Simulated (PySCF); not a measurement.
Dipole moment and polarisability of `CC(=O)[C@H]1CS1`

Compound: C₄H₆OS.
Geometry (GFN2-xTB, Å), atoms numbered from 1 in this order:
```
atom  x, y, z in Å
C1     1.5750   -0.3095    0.0495
C2     0.5114    0.1042   -0.9244
O3     0.6558    0.0868   -2.1212
C4    -0.7867    0.5844   -0.3466
C5    -1.5449   -0.2445    0.6341
S6    -0.8208    1.2336    1.3395
H7     2.0182    0.5926    0.4705
H8     2.3480   -0.8738   -0.4649
H9     1.1660   -0.8896    0.8719
H10   -1.3786    1.1482   -1.0625
H11   -1.1177   -1.1822    0.9643
H12   -2.6245   -0.2510    0.5638
```

Level: PBE0/def2-SVPD (PySCF), static field, nuclei fixed, core orbitals frozen in the response. The polarisability tensor in these axes (au):

```
x   68.22 -2.77 -5.68
y   -2.77 60.44  6.20
z   -5.68  6.20 76.28
```

**Question.** Diagonalise the tensor; give its mean and Δα, where Δα² is half the sum of the squared differences of the eigenvalues.

**Answer.** Principal values 58.22, 65.30 and 81.40 au; mean 68.31 au = 10.12 Å³ = 11.26 × 10⁻⁴⁰ C²·m²/J; Δα = 20.58 au (30 % of the mean).

**Question.** What is the dipole moment, and where does it point?

**Answer.** (-0.76, -1.08, 1.99) D, 2.39 D in size, pointing from the negative to the positive side. Measured along this direction, the outermost atoms are O3 at the negative end and H11 at the positive end.

**Question.** How large is μ²/3kT at 350 K beside α?

**Answer.** In Gaussian units μ²/3kT = 39.51 Å³ against 10.12 Å³, a ratio of 3.90; the Debye molar polarisation (4π/3)N_A(α + μ²/3kT) is 125.2 cm³/mol, leaving out the vibrational part.

**Question.** Find the Langevin capture rate constant for O2+ (31.990 u) meeting this molecule (102.014 u), k = 2.342 × 10⁻⁹ cm³/s × √(α in Å³ / reduced mass in u).

**Answer.** The reduced mass is 24.35 u, so k = 1.51 × 10⁻⁹ cm³/s. The formula leaves out the permanent dipole, which adds to the capture rate.

**Question.** What are the principal values of the traceless quadrupole moment, Θ = ½Σq(3rr − r²1), about the centre of nuclear charge?

**Answer.** -13.34, 4.67, 8.67 D·Å. The values depend on the origin, since the dipole doesn't vanish. The electronic extent ⟨r²⟩ about the same centre is 706 bohr², a root-mean-square distance of 1.91 Å for the 54 electrons.

**Question.** Form Σ f/ω² (atomic units) for the 6 lowest TDDFT singlets, given as eV and f, and set it beside the mean polarisability, which is this sum over all singlets: 4.17, 0.0033; 4.70, 0.0004; 5.55, 0.0022; 6.43, 0.0234; 6.55, 0.0031; 6.67, 0.0039.

**Answer.** They add up to 0.74 au, 1.1 % of the 68.31 au; the largest single term is 0.42 au, from the state at 6.43 eV. Terms in order: 0.14, 0.01, 0.05, 0.42, 0.05, 0.06 au. Higher excitations give the rest. The strengths listed sum to 0.036.

Geometry: GFN2-xTB, one conformer, isolated molecule.
